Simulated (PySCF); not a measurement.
GaH2⁺, singlet: the ladder up to full CI

Geometry: that of the GaH2, doublet, kept fixed.

```xyz
3

Ga    0.0000   -0.0222    0.0000
H     0.0000    0.7688   -1.3831
H     0.0000    0.7688    1.3831
```

Basis aug-cc-pVDZ; PySCF 2.14.0. Correlated methods freeze the noble-gas cores and the filled d shells of p-block atoms, which leaves 4 electrons in 40 orbitals. Prefix R: restricted or restricted open-shell reference. No spin–orbit coupling is included, and no scalar relativity.

Full CI is exact within this basis and frozen core; it isn't the basis-set limit.

The T1 diagnostic (ROHF- or RHF-based CCSD) is 0.0160. The largest doubles amplitude (ROHF- or RHF-based CCSD) is 0.071.

| level | E − E(full CI) (kJ/mol) | share of correlation (%) | wall time |
| --- | --- | --- | --- |
| RHF | 195.5 | 0.00 | – |
| RMP2 | 54.6 | 72.09 | – |
| RCCSD | 3.3 | 98.33 | – |
| RCCSD(T) | 0.9 | 99.52 | 0.85 s |
| RCCSDT | 0.1 | 99.97 | – |
| RCCSDT(Q) | 0.0 | 99.99 | 5.7 s |

The correlation energy at full CI, counted from RHF, is -2.026 eV. Full CI, over all symmetries tried, took 60 s on 1 thread of Arm Neoverse V1, shared host; the state has 157,258 determinants.

Times are those of the correlated step on a shared host, with one SCF added for the restricted CCSD run; they ran on 1 thread of Arm Neoverse V1.

The full-CI state has the irrep A1 of C2v, in the program's axes.

Natural occupations of full CI about the gap: 1.948 1.923 0.062 0.022 0.012 0.011 0.006 0.005 0.004 0.003; effectively unpaired electrons, Σ n²(2−n)², 0.05.
